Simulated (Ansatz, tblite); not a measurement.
# Si(OH)H3 (SiH₄O): charged states by level of theory

Aim: the energy of removing and adding an electron for Si(OH)H3 (SiH₄O), by energy differences, and how well orbital energies stand in for it.

Program: Ansatz 0.2.0, Gaussian basis. Level of theory: as each input shows. These are calculated values, not measurements.

The runs, in order: charge +1 doublet, at the geometry of the singlet (PBE0-D4/def2-TZVP, PBE-D4/def2-TZVP, r2SCAN-D4/def2-TZVP, CCSD(T)/def2-TZVPP); charge -1 doublet, at the geometry of the singlet (PBE0-D4/def2-TZVPD, PBE-D4/def2-TZVPD, r2SCAN-D4/def2-TZVPD, CCSD(T)/def2-TZVPD); the starting singlet's energies come from earlier runs.

### Step 1. The relaxed structure

The geometry is that of the singlet, from an earlier relaxation (r2SCAN-D4/def2-TZVP).

6 atoms, charge 0, spin multiplicity 1.

Atoms are counted from 1 here; the program's logs count them from 0.

Bond lengths: Si1–O2 1.649 Å, Si1–H4 1.488 Å, Si1–H5 1.488 Å, Si1–H6 1.479 Å, O2–H3 0.960 Å. Angles: O2–Si1–H4 111.8°, O2–Si1–H5 111.8°, O2–Si1–H6 105.8°, H4–Si1–H5 107.8°, H4–Si1–H6 109.8°, H5–Si1–H6 109.8°, Si1–O2–H3 117.6°.

### Step 2. Charge +1 doublet at the fixed geometry, PBE0-D4/def2-TZVP

in.yaml

```yaml
crystal:
  periodic: [false, false, false]
  atoms:
    - {symbol: Si, position_ang: [-0.064159, -0.121033, -0.370819]}
    - {symbol: O, position_ang: [-0.064073, -0.093911, 1.278416]}
    - {symbol: H, position_ang: [0.350947, 0.656126, 1.711279]}
    - {symbol: H, position_ang: [1.317523, -0.127947, -0.922961]}
    - {symbol: H, position_ang: [-0.776957, 1.053600, -0.941911]}
    - {symbol: H, position_ang: [-0.763270, -1.366835, -0.753993]}
basis:
  gaussian: {orbitals: def2-TZVP}
total_charge: 1
magnetization: {spin_polarized: true, initial_magnetization: 1}
hamiltonian: {xc: pbe0, dispersion: d4}
output: {orbitals: {seedname: orbitals}}
```

Command:

```
$ ansatz run in.yaml --threads 4 --pin off --events-out ev --progress --plain --max-ram 3916MiB
```

What it wrote:

```text
Functional definition: PBE0
  name "PBE0"
  cite "Adamo & Barone, J. Chem. Phys. 110, 6158 (1999) doi:10.1063/1.478522"
  cite "Perdew, Burke & Ernzerhof, Phys. Rev. Lett. 77, 3865 (1996) doi:10.1103/PhysRevLett.77.3865"
  parent pbe
  parameter a = 0.25
  parameter kappa = 0.804
  parameter beta = 0.06672455060314922
  exchange = (1 - a)*pbe_x(kappa = kappa, mu = beta*pi^2/3) + a*exact_x
  correlation = pbe_c(beta = beta)
595 factors; their error is unknown
mean field evaluation 1: about -9960.1536 eV, gradient 6.6e1 eV
mean field evaluation 2: about -9883.8964 eV, gradient 1.3e2 eV
mean field evaluation 4: about -9974.2494 eV, gradient 1.3e1 eV
mean field evaluation 8: about -9974.9638 eV, gradient 3.5e-2 eV
mean field evaluation 16: about -9975.0004 eV, gradient 1.7e-4 eV
mean field -9975.00037249 eV, -366.5745023910 hartree, gradient 2.4e-5 eV, S^2 0.763186; 2 other end points of the search recorded, 0 dependent functions left out
reference -9975.00039858 eV, -366.5745033496 hartree; 13, 12 occupied and 79, 80 virtual orbitals, 595 factors
Total energy: -9975.03775105 eV, -366.5758760277 hartree
```

It took 0.75 s on 4 threads of AMD EPYC 9B14, shared host.

From the report: HOMO -16.04 eV, LUMO -13.74 eV (over both spins); ⟨S²⟩ 0.763 (pure: 0.75).

### Step 3. Charge +1 doublet at the fixed geometry, PBE-D4/def2-TZVP

start.molden holds the orbitals of an earlier run on this state, given as this run's starting guess.

Edit in.yaml of step 2 so:

```diff
@@ -10,6 +10,7 @@
 basis:
-  gaussian: {orbitals: def2-TZVP}
+  gaussian: {orbitals: def2-TZVP, initial_orbitals: start.molden}
 total_charge: 1
 magnetization: {spin_polarized: true, initial_magnetization: 1}
-hamiltonian: {xc: pbe0, dispersion: d4}
+hamiltonian: {xc: pbe, dispersion: d4}
+scf: {omitted_lower_state_checks: [starts]}
 output: {orbitals: {seedname: orbitals}}
```

Launched as before.

What it wrote:

```text
Functional definition: PBE
  name "PBE"
  cite "Perdew, Burke & Ernzerhof, Phys. Rev. Lett. 77, 3865 (1996) doi:10.1103/PhysRevLett.77.3865"
  parent pbe
  parameter kappa = 0.804
  parameter beta = 0.06672455060314922
  exchange = pbe_x(kappa = kappa, mu = beta*pi^2/3)
  correlation = pbe_c(beta = beta)
these checks for a lower state are left out or cut short: starts
579 factors; their error is unknown
mean field evaluation 1: about -9974.3711 eV, gradient 5.6e0 eV
mean field evaluation 2: about -9974.4378 eV, gradient 9.9e-2 eV
mean field evaluation 4: about -9974.4291 eV, gradient 1.0e-3 eV
mean field evaluation 8: about -9974.4291 eV, gradient 5.2e-5 eV
mean field -9974.42914847 eV, -366.5535102953 hartree, gradient 5.9e-6 eV, S^2 0.755243; 0 other end points of the search recorded, 0 dependent functions left out
reference -9974.42918365 eV, -366.5535115882 hartree; 13, 12 occupied and 79, 80 virtual orbitals, 579 factors
Total energy: -9974.47466295 eV, -366.5551829216 hartree
Checks for a lower state left out: starts
```

It took 0.55 s on 4 threads of AMD EPYC 9B14, shared host.

HOMO -14.76 eV, LUMO -14.58 eV (over both spins); ⟨S²⟩ 0.755 (pure: 0.75).

### Step 4. Charge +1 doublet at the fixed geometry, r2SCAN-D4/def2-TZVP

Edit in.yaml of step 3 so:

```diff
@@ -13,3 +13,3 @@
 magnetization: {spin_polarized: true, initial_magnetization: 1}
-hamiltonian: {xc: pbe, dispersion: d4}
+hamiltonian: {xc: r2scan, dispersion: d4}
 scf: {omitted_lower_state_checks: [starts]}
```

The command is unchanged.

What it wrote:

```text
Functional definition: r2SCAN
  name "r2SCAN"
  cite "Furness, Kaplan, Ning, Perdew & Sun, J. Phys. Chem. Lett. 11, 8208 (2020) doi:10.1021/acs.jpclett.0c02405"
  cite "Furness, Kaplan, Ning, Perdew & Sun, J. Phys. Chem. Lett. 11, 9248 (2020) doi:10.1021/acs.jpclett.0c03077"
  parent r2scan
  parameter k0 = 0.174
  parameter k1 = 0.065
  parameter a1 = 4.9479
  exchange = r2scan_x(k0 = k0, k1 = k1, a1 = a1)
  correlation = r2scan_c
these checks for a lower state are left out or cut short: starts
579 factors; their error is unknown
mean field evaluation 1: about -9978.9997 eV, gradient 3.5e0 eV
mean field evaluation 2: about -9979.0194 eV, gradient 3.0e-2 eV
mean field evaluation 4: about -9979.0106 eV, gradient 1.6e-4 eV
mean field -9979.01062302 eV, -366.7218763796 hartree, gradient 2.5e-5 eV, S^2 0.762758; 0 other end points of the search recorded, 0 dependent functions left out
reference -9979.01063507 eV, -366.7218768225 hartree; 13, 12 occupied and 79, 80 virtual orbitals, 579 factors
Total energy: -9979.02076050 eV, -366.7222489252 hartree
Checks for a lower state left out: starts
```

Wall time 0.9 s (4 threads of AMD EPYC 9B14, shared host).

HOMO -15.03 eV, LUMO -14.50 eV (over both spins); ⟨S²⟩ 0.763 (pure: 0.75).

### Step 5. Charge +1 doublet at the fixed geometry, CCSD(T)/def2-TZVPP

Edit in.yaml of step 4 so:

```diff
@@ -10,7 +10,7 @@
 basis:
-  gaussian: {orbitals: def2-TZVP, initial_orbitals: start.molden}
+  gaussian: {orbitals: def2-TZVPP, initial_orbitals: start.molden}
 total_charge: 1
 magnetization: {spin_polarized: true, initial_magnetization: 1}
-hamiltonian: {xc: r2scan, dispersion: d4}
-scf: {omitted_lower_state_checks: [starts]}
+correlation: {method: ccsd_t}
+scf: {omitted_lower_state_checks: [starts, cluster_reference]}
 output: {orbitals: {seedname: orbitals}}
```

The command is unchanged.

What it wrote, cut to the lines that bear on the results:

```text
Functional definition: HF
  name "HF"
  cite "Fock, Z. Phys. 61, 126 (1930) doi:10.1007/BF01340294"
  parent pbe
[...]
746 factors; integrals over basis functions are off by at most 1.3e-3 eV
[...]
mean field -9954.40634282 eV, -365.8176857596 hartree, gradient 6.4e-6 eV, S^2 0.766716; 0 other end points of the search recorded, 0 dependent functions left out
6 core orbitals not correlated: weight in the atoms' cores, before any rotation towards them, 1.000 or more for the frozen orbitals, at most 0.000 for the correlated occupied ones
reference -9954.40634282 eV, -365.8176857596 hartree; 7, 6 occupied and 116, 117 virtual orbitals, 746 factors
second order -8.59783210 eV of doubles, -0.00000000 eV of singles
cycle   1  -9.26336674 eV  change   -6.7e-1 eV  update   9.4e-2
[...]
cycle  13  -9.93181514 eV  change    8.1e-6 eV  update   4.2e-6
perturbative correction -0.33719779 eV, -0.0123917904 hartree
Total energy: -9964.67535575 eV, -366.1950650244 hartree
Checks for a lower state left out: starts, cluster_reference
```

Run time: 6.5 s. Hardware: 4 threads of AMD EPYC 9B14, shared host; peak memory 1.3 GiB.

Report: Hartree-Fock HOMO -19.02 eV, LUMO -8.40 eV (over both spins); ⟨S²⟩ 0.767 (pure: 0.75); T1 0.086. Doubts: large T1 diagnostic.

### Step 6. Vertical ionisation energy

Charged state less starting state, singlet to doublet; the starting state's energies are those of its earlier runs.

| level | vertical ionisation energy (eV) | time |
| --- | --- | --- |
| HF/def2-TZVPP† | +10.68 |  |
| PBE-D4/def2-TZVP | +10.92 | 0.8 s |
| r2SCAN-D4/def2-TZVP | +11.07 | 1.5 s |
| PBE0-D4/def2-TZVP | +11.25 | 1.1 s |
| MP2/def2-TZVPP† | +12.32 |  |
| CCSD/def2-TZVPP† | +11.66 |  |
| CCSD(T)/def2-TZVPP† | +11.65 | 8.4 s |

Times add the two runs; a level without a time comes out of a correlated run. † marks a level with a doubtful state (flagged, unstable, out of aufbau order, or strongly spin-contaminated); such levels are left out of the summary. CCSD(T)/def2-TZVPP is no safe reference here (large T1 diagnostic).

Beside −ε(HOMO) of the starting state:

| level | −ε(HOMO) (eV) | by difference (eV) | mismatch (eV) |
| --- | --- | --- | --- |
| PBE-D4/def2-TZVP | 7.21 | 10.92 | -3.71 |
| r2SCAN-D4/def2-TZVP | 7.58 | 11.07 | -3.49 |
| PBE0-D4/def2-TZVP | 8.73 | 11.25 | -2.52 |

### Step 7. Charge -1 doublet at the fixed geometry, PBE0-D4/def2-TZVPD

Edit in.yaml of step 5 so:

```diff
@@ -10,7 +10,6 @@
 basis:
-  gaussian: {orbitals: def2-TZVPP, initial_orbitals: start.molden}
-total_charge: 1
+  gaussian: {orbitals: def2-TZVPD}
+total_charge: -1
 magnetization: {spin_polarized: true, initial_magnetization: 1}
-correlation: {method: ccsd_t}
-scf: {omitted_lower_state_checks: [starts, cluster_reference]}
+hamiltonian: {xc: pbe0, dispersion: d4}
 output: {orbitals: {seedname: orbitals}}
```

The command is unchanged.

What it wrote:

```text
Functional definition: PBE0
  name "PBE0"
  cite "Adamo & Barone, J. Chem. Phys. 110, 6158 (1999) doi:10.1063/1.478522"
  cite "Perdew, Burke & Ernzerhof, Phys. Rev. Lett. 77, 3865 (1996) doi:10.1103/PhysRevLett.77.3865"
  parent pbe
  parameter a = 0.25
  parameter kappa = 0.804
  parameter beta = 0.06672455060314922
  exchange = (1 - a)*pbe_x(kappa = kappa, mu = beta*pi^2/3) + a*exact_x
  correlation = pbe_c(beta = beta)
684 factors; their error is unknown
mean field evaluation 1: about -9984.6742 eV, gradient 8.5e0 eV
mean field evaluation 2: about -9985.1061 eV, gradient 5.6e0 eV
mean field evaluation 4: about -9985.3393 eV, gradient 1.0e0 eV
mean field evaluation 8: about -9985.3580 eV, gradient 7.6e-2 eV
mean field evaluation 16: about -9985.3655 eV, gradient 4.6e-4 eV
mean field evaluation 32: about -9985.3566 eV, gradient 8.1e-1 eV
mean field -9985.36548596 eV, -366.9554132853 hartree, gradient 9.9e-6 eV, S^2 0.750600; 5 other end points of the search recorded, 0 dependent functions left out
reference -9985.36551679 eV, -366.9554144181 hartree; 14, 13 occupied and 105, 106 virtual orbitals, 684 factors
Total energy: -9985.44849244 eV, -366.9584637171 hartree
```

It took 1.4 s on 4 threads of AMD EPYC 9B14, shared host.

HOMO 2.20 eV, LUMO 3.69 eV (over both spins); ⟨S²⟩ 0.751 (pure: 0.75). Doubts: highest occupied level lies above zero.

### Step 8. Charge -1 doublet at the fixed geometry, PBE-D4/def2-TZVPD

Edit in.yaml of step 7 so:

```diff
@@ -10,6 +10,7 @@
 basis:
-  gaussian: {orbitals: def2-TZVPD}
+  gaussian: {orbitals: def2-TZVPD, initial_orbitals: start.molden}
 total_charge: -1
 magnetization: {spin_polarized: true, initial_magnetization: 1}
-hamiltonian: {xc: pbe0, dispersion: d4}
+hamiltonian: {xc: pbe, dispersion: d4}
+scf: {omitted_lower_state_checks: [starts]}
 output: {orbitals: {seedname: orbitals}}
```

Launched as before.

What it wrote:

```text
Functional definition: PBE
  name "PBE"
  cite "Perdew, Burke & Ernzerhof, Phys. Rev. Lett. 77, 3865 (1996) doi:10.1103/PhysRevLett.77.3865"
  parent pbe
  parameter kappa = 0.804
  parameter beta = 0.06672455060314922
  exchange = pbe_x(kappa = kappa, mu = beta*pi^2/3)
  correlation = pbe_c(beta = beta)
these checks for a lower state are left out or cut short: starts
663 factors; their error is unknown
mean field evaluation 1: about -9984.5388 eV, gradient 5.7e0 eV
mean field evaluation 2: about -9984.6020 eV, gradient 8.6e-2 eV
mean field evaluation 4: about -9984.5906 eV, gradient 1.0e-2 eV
mean field evaluation 8: about -9984.5906 eV, gradient 1.2e-5 eV
mean field -9984.59059676 eV, -366.9269366322 hartree, gradient 1.9e-5 eV, S^2 0.750538; 0 other end points of the search recorded, 0 dependent functions left out
reference -9984.59063873 eV, -366.9269381749 hartree; 14, 13 occupied and 105, 106 virtual orbitals, 663 factors
Total energy: -9984.69150320 eV, -366.9306448757 hartree
Checks for a lower state left out: starts
```

Wall time 0.95 s (4 threads of AMD EPYC 9B14, shared host).

HOMO 2.61 eV, LUMO 3.21 eV (over both spins); ⟨S²⟩ 0.751 (pure: 0.75). Doubts: highest occupied level lies above zero.

### Step 9. Charge -1 doublet at the fixed geometry, r2SCAN-D4/def2-TZVPD

Edit in.yaml of step 8 so:

```diff
@@ -13,3 +13,3 @@
 magnetization: {spin_polarized: true, initial_magnetization: 1}
-hamiltonian: {xc: pbe, dispersion: d4}
+hamiltonian: {xc: r2scan, dispersion: d4}
 scf: {omitted_lower_state_checks: [starts]}
```

The command is unchanged.

What it wrote:

```text
Functional definition: r2SCAN
  name "r2SCAN"
  cite "Furness, Kaplan, Ning, Perdew & Sun, J. Phys. Chem. Lett. 11, 8208 (2020) doi:10.1021/acs.jpclett.0c02405"
  cite "Furness, Kaplan, Ning, Perdew & Sun, J. Phys. Chem. Lett. 11, 9248 (2020) doi:10.1021/acs.jpclett.0c03077"
  parent r2scan
  parameter k0 = 0.174
  parameter k1 = 0.065
  parameter a1 = 4.9479
  exchange = r2scan_x(k0 = k0, k1 = k1, a1 = a1)
  correlation = r2scan_c
these checks for a lower state are left out or cut short: starts
663 factors; their error is unknown
mean field evaluation 1: about -9989.1907 eV, gradient 3.5e0 eV
mean field evaluation 2: about -9989.2148 eV, gradient 4.4e-2 eV
mean field evaluation 4: about -9989.2041 eV, gradient 6.9e-3 eV
mean field evaluation 8: about -9989.2041 eV, gradient 8.4e-6 eV
mean field -9989.20409891 eV, -367.0964797093 hartree, gradient 1.1e-5 eV, S^2 0.751479; 0 other end points of the search recorded, 0 dependent functions left out
reference -9989.20412207 eV, -367.0964805604 hartree; 14, 13 occupied and 105, 106 virtual orbitals, 663 factors
Total energy: -9989.22758989 eV, -367.0973429867 hartree
Checks for a lower state left out: starts
```

Run time: 1.5 s. Hardware: 4 threads of AMD EPYC 9B14, shared host.

HOMO 2.61 eV, LUMO 3.62 eV (over both spins); ⟨S²⟩ 0.751 (pure: 0.75). Doubts: highest occupied level lies above zero.

### Step 10. Charge -1 doublet at the fixed geometry, CCSD(T)/def2-TZVPD

Edit in.yaml of step 9 so:

```diff
@@ -13,4 +13,4 @@
 magnetization: {spin_polarized: true, initial_magnetization: 1}
-hamiltonian: {xc: r2scan, dispersion: d4}
-scf: {omitted_lower_state_checks: [starts]}
+correlation: {method: ccsd_t}
+scf: {omitted_lower_state_checks: [starts, cluster_reference]}
 output: {orbitals: {seedname: orbitals}}
```

Same command.

What it wrote, cut to the lines that bear on the results:

```text
Functional definition: HF
  name "HF"
  cite "Fock, Z. Phys. 61, 126 (1930) doi:10.1007/BF01340294"
  parent pbe
[...]
815 factors; integrals over basis functions are off by at most 1.1e-3 eV
[...]
a density is far from that of the atoms, so the factors are made again for it
844 factors; integrals over basis functions are off by at most 1.1e-3 eV
[...]
mean field -9963.57116903 eV, -366.1544869106 hartree, gradient 2.9e-6 eV, S^2 0.750699; 1 other end points of the search recorded, 0 dependent functions left out
6 core orbitals not correlated: weight in the atoms' cores, before any rotation towards them, 1.000 or more for the frozen orbitals, at most 0.000 for the correlated occupied ones
reference -9963.57116903 eV, -366.1544869106 hartree; 8, 7 occupied and 105, 106 virtual orbitals, 844 factors
second order -10.29184629 eV of doubles, -0.00000000 eV of singles
cycle   1  -10.62841960 eV  change   -3.4e-1 eV  update   9.0e-2
[...]
cycle  15  -11.03658751 eV  change    2.3e-6 eV  update   1.4e-5
perturbative correction -0.37813088 eV, -0.0138960536 hartree
Total energy: -9974.98588742 eV, -366.5739700743 hartree
Checks for a lower state left out: starts, cluster_reference
```

Run time: 7 s. Hardware: 4 threads of AMD EPYC 9B14, shared host; peak memory 1.1 GiB.

Report: Hartree-Fock HOMO 1.40 eV, LUMO 4.99 eV (over both spins); ⟨S²⟩ 0.751 (pure: 0.75); T1 0.037. Doubts: highest occupied level lies above zero.

### Step 11. Vertical electron affinity

Starting state less charged state (positive: the electron is bound), singlet to doublet; the starting state's energies are those of its earlier runs.

| method | vertical electron affinity (eV) | from CCSD(T)/def2-TZVPD (eV) | time |
| --- | --- | --- | --- |
| HF/def2-TZVPD | -1.49 | -0.41 |  |
| PBE-D4/def2-TZVPD | -0.75 | +0.33 | 1.4 s |
| r2SCAN-D4/def2-TZVPD | -0.90 | +0.18 | 2.2 s |
| PBE0-D4/def2-TZVPD | -0.88 | +0.20 | 1.9 s |
| MP2/def2-TZVPD | -1.17 | -0.09 |  |
| CCSD/def2-TZVPD | -1.13 | -0.05 |  |
| CCSD(T)/def2-TZVPD | -1.08 | 0 | 8.5 s |

Times add the two runs; a level without a time comes out of a correlated run.

Beside −ε(LUMO) of the starting state:

| level | −ε(LUMO) (eV) | by difference (eV) | mismatch (eV) |
| --- | --- | --- | --- |
| PBE-D4/def2-TZVPD | 1.11 | -0.75 | +1.86 |
| r2SCAN-D4/def2-TZVPD | 0.52 | -0.90 | +1.42 |
| PBE0-D4/def2-TZVPD | 0.33 | -0.88 | +1.21 |

### Step 12. What came out

```
                                             quantity                                   value
 vertical ionisation energy, functionals in def2-TZVP    10.92 (PBE-D4) to 11.25 eV (PBE0-D4)
vertical electron affinity, functionals in def2-TZVPD  -0.90 (r2SCAN-D4) to -0.75 eV (PBE-D4)
       vertical electron affinity, CCSD(T)/def2-TZVPD                                -1.08 eV
```

The vertical ionisation energy spans 10.92 to 11.25 eV over the functionals. −ε(HOMO) misses the level's own difference by -2.52 eV at best (PBE0-D4) and -3.71 eV at worst (PBE-D4). The vertical electron affinity spans -0.90 to -0.75 eV over the functionals, beside -1.08 eV from CCSD(T)/def2-TZVPD. A negative affinity means an unbound electron, held by the basis alone. −ε(LUMO) misses the level's own difference by +1.21 eV at best (PBE0-D4) and +1.86 eV at worst (PBE-D4). CCSD(T)/def2-TZVPD isn't at the basis-set limit; small misses against it rank nothing.
